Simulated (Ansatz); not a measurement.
The input, for Ansatz 0.2.0:

```yaml
crystal:
  periodic: [false, false, false]
  atoms:
    - {symbol: Br, position_ang: [0.000000, 0.000000, -1.543333]}
    - {symbol: H, position_ang: [0.000000, 0.000000, -0.071333]}
    - {symbol: S, position_ang: [0.000000, 0.000000, 1.614667]}
basis:
  gaussian: {orbitals: cc-pVDZ}
magnetization: {spin_polarized: false, initial_magnetization: 2}
correlation: {method: bccd_t, electrons: outside_noble_gas}
```

```sh
$ ansatz run in.yaml --threads 1 --pin off --events-out ev --progress --plain --max-ram 2393MiB
```

Problem. Roughly how long does this take on 1 thread of Arm Neoverse V1, shared host, and how much host memory?

Solution. 12 s wall and 0.22 GiB.

```
557 factors; integrals over basis functions are off by at most 1.4e-3 eV
mean field evaluation 1: about -80828.7479 eV, gradient 1.0e1 eV
mean field evaluation 2: about -80828.7494 eV, gradient 1.0e1 eV
mean field evaluation 4: about -80829.4690 eV, gradient 1.3e0 eV
mean field evaluation 8: about -80829.4954 eV, gradient 3.3e-4 eV
mean field evaluation 16: about -80829.4662 eV, gradient 1.3e0 eV
mean field evaluation 32: about -80811.4491 eV, gradient 2.7e1 eV
mean field evaluation 64: about -80829.4954 eV, gradient 1.3e-5 eV
mean field evaluation 96: about -80829.4954 eV, gradient 2.1e-5 eV
mean field evaluation 128: about -80819.6329 eV, gradient 4.2e0 eV
mean field evaluation 160: about -80829.5133 eV, gradient 1.1e0 eV
mean field evaluation 192: about -80825.4532 eV, gradient 6.9e-4 eV
mean field evaluation 224: about -80827.0247 eV, gradient 6.3e-1 eV
mean field evaluation 256: about -80826.7588 eV, gradient 2.0e0 eV
mean field evaluation 288: about -80826.9438 eV, gradient 5.6e0 eV
mean field evaluation 320: about -80826.9237 eV, gradient 5.3e0 eV
mean field evaluation 352: about -80825.4532 eV, gradient 6.9e-3 eV
mean field -80829.52238929 eV, -2970.4301595883 hartree, gradient 1.8e-6 eV, S^2 2.000000; 12 other end points of the search recorded, 0 dependent functions left out
mean field evaluation 384: about -80829.6312 eV, gradient 1.5e-1 eV
determinant -80829.52238929 eV, -2970.4301595883 hartree, with singles and doubles -80836.50444173 eV, -2970.6867452830 hartree
determinant -80829.49543903 eV, -2970.4291691847 hartree, with singles and doubles -80836.59722409 eV, -2970.6901549718 hartree
determinant -80827.04147341 eV, -2970.3389876115 hartree, with singles and doubles -80834.08354608 eV, -2970.5977790088 hartree
determinant -80826.76017618 eV, -2970.3286501289 hartree, with singles and doubles -80834.42778927 eV, -2970.6104297127 hartree
determinant -80819.09063310 eV, -2970.0467996193 hartree, with no singles and doubles
determinant -80819.00570764 eV, -2970.0436786662 hartree, with no singles and doubles
determinant -80829.52238929 eV, -2970.4301595883 hartree, with singles and doubles -80836.50491570 eV, -2970.6867627011 hartree
determinant -80829.49543903 eV, -2970.4291691847 hartree, with singles and doubles -80836.59715661 eV, -2970.6901524919 hartree
mean field evaluation 416: about -80829.4954 eV, gradient 3.9e-6 eV
19 core orbitals not correlated: weight in the atoms' cores, before any rotation towards them, 1.000 or more for the frozen orbitals, at most 0.000 for the correlated occupied ones
reference -80829.49543903 eV, -2970.4291691847 hartree; 8, 6 occupied and 23, 25 virtual orbitals, 557 factors
second order -6.14207986 eV of doubles, -0.10093557 eV of singles
cycle   1  -7.10389576 eV  change   -2.2e-3 eV  update   6.0e-3
cycle   2  -7.10185213 eV  change    2.0e-3 eV  update   2.5e-3
cycle   3  -7.10041705 eV  change    1.4e-3 eV  update   1.5e-3
cycle   4  -7.10030207 eV  change    1.1e-4 eV  update   5.1e-4
cycle   5  -7.10052979 eV  change   -2.3e-4 eV  update   2.1e-4
cycle   6  -7.10054099 eV  change   -1.1e-5 eV  update   8.7e-5
cycle   7  -7.10053941 eV  change    1.6e-6 eV  update   3.6e-5
cycle   8  -7.10054414 eV  change   -4.7e-6 eV  update   9.1e-6
perturbative correction -0.13192550 eV, -0.0048481729 hartree
Total energy: -80836.72790868 eV, -2970.6949575418 hartree
```
